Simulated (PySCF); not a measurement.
2-sulfanylacetonitrile, C₂H₃NS, SMILES N#CCS, point group C1.

Level: B3LYP/pcSseg-1 in PySCF (density fitting, grid level 2); geometry and Hessian at that level, cubic constants and property derivatives from steps of ±0.6 along each species' dimensionless normal coordinates, second-order vibrational perturbation theory. The parent has the commonest isotopes.

Equilibrium geometry (Å):

```json
{"atom": "N1", "x": "-1.6949", "y": "1.5338", "z": "-0.4590"}
{"atom": "C2", "x": "-1.0087", "y": "0.6317", "z": "-0.2437"}
{"atom": "C3", "x": "-0.1347", "y": "-0.4958", "z": "0.0490"}
{"atom": "S4", "x": "1.5736", "y": "-0.3259", "z": "-0.6279"}
{"atom": "H5", "x": "-0.5420", "y": "-1.4003", "z": "-0.4132"}
{"atom": "H6", "x": "-0.1035", "y": "-0.6656", "z": "1.1291"}
{"atom": "H7", "x": "1.9235", "y": "0.7418", "z": "0.1275"}
```

**Question.** Give the equilibrium and ground-state rotational constants (MHz) of parent; ²H at 6; ²H at 7; ¹³C at 2, ²H at 6; ²H at 5; ¹⁵N at 1.

**Answer.** 
| species | Ae | Be | Ce | A0 | B0 | C0 | Δ0 (u Å²) | harmonic ZPE (cm⁻¹) |
| --- | --- | --- | --- | --- | --- | --- | --- | --- |
| parent | 23435 | 3029.2 | 2769.2 | 23346 | 3017.3 | 2755 | -5.697 | 9921 |
| ²H at 6 | 20550 | 3015.5 | 2735.2 | 20464 | 3003.9 | 2721.1 | -7.215 | 9203 |
| ²H at 7 | 21441 | 2979.9 | 2733.7 | 21367 | 2968.5 | 2720.3 | -8.115 | 9391 |
| ¹³C at 2, ²H at 6 | 20540 | 2985.9 | 2710.7 | 20455 | 2974.4 | 2696.8 | -7.216 | 9158 |
| ²H at 5 | 20624 | 3018.5 | 2734 | 20539 | 3006.6 | 2720 | -6.896 | 9203 |
| ¹⁵N at 1 | 23231 | 2937.8 | 2689.9 | 23143 | 2926.4 | 2676.2 | -5.695 | 9898 |

Δ0 = Ic − Ia − Ib from the ground-state constants.

**Question.** How is the parent's vibrational correction B0 − Be made up?

**Answer.** 
```
axis  harmonic  Coriolis  cubic  total (MHz)
   a       132     -69.3   -152        -89.3
   b      4.26     -1.01  -15.1        -11.9
   c       2.2     -1.26  -15.2        -14.3
```

**Question.** And its quartic centrifugal distortion constants from the harmonic force field?

**Answer.** Asymmetric top, A reduction, Ir representation: ΔJ = 1.56 kHz, ΔJK = -42.8 kHz, ΔK = 553 kHz, δJ = 0.305 kHz, δK = 5.54 kHz.

**Question.** Which nuclear quadrupole couplings χaa, χbb, χcc (MHz) does the parent show, at equilibrium and averaged?

**Answer.** 14N at 1: -3.0, 0.7, 2.3 and -3.0, 0.7, 2.3.

A mode lies under 250 cm⁻¹, where this perturbation treatment is rough. Internal rotors are held in one well.
